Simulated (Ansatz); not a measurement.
System: zinc-blende HgS (metastable phase). Method: rVV10 (Ansatz, a quantum-chemistry and plane-wave program, plane waves, PAW).

Run with plane-wave cutoff 520 eV, 10×10×10 k mesh, Fermi–Dirac smearing 0.01 eV, scalar-relativistic PAW data made under PBE.

Cell (relaxed at this level):

```cif
data_HgS
_chemical_formula_sum 'Hg1 S1'
_space_group_name_H-M_alt 'P 1'
_space_group_IT_number 1
_cell_length_a 4.25135
_cell_length_b 4.25135
_cell_length_c 4.25135
_cell_angle_alpha 60.000
_cell_angle_beta 60.000
_cell_angle_gamma 60.000
loop_
_space_group_symop_operation_xyz
  'x, y, z'
loop_
_atom_site_label
_atom_site_type_symbol
_atom_site_fract_x
_atom_site_fract_y
_atom_site_fract_z
_atom_site_occupancy
Hg1 Hg 0.00000 0.00000 0.00000 1
S1 S 0.25000 0.25000 0.25000 1
```

Task: Estimate the bulk modulus B0 and pressure derivative B′ of the bulk modulus that the calculation returns.

Result: 
- bulk modulus B0: 51.8 GPa
- pressure derivative B′ of the bulk modulus: 4.9

The run finds no gap.

Spin–orbit coupling is not included; it can open a gap where bands touch, and shift volumes and moduli.
